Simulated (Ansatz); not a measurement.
## doublet MgO(+): levels of theory in one basis

```xyz
2

Mg    0.0000    0.0000    0.0000
O     0.0000    0.0000    1.7205
```

Basis set: def2-SVP (spherical functions). Correlated methods keep 2 orbitals frozen. Correlation on ROHF uses semicanonical orbitals with singles. Charge 1, multiplicity 2.

Computed with Ansatz (development build ahead of 0.2.0); each method stands on the lowest determinant of its kind that the runs found.

```csv
method,E − E(ROHF) (eV),<S²> of the determinant
ROHF,0.00,0.75
UHF,-0.10,0.76
ROHF-MP2,-4.50,–
UHF-MP2,-4.51,0.76
```

Problem. What does ROHF-CCSD(T) give on the same scale?

Solution. -4.91 eV.
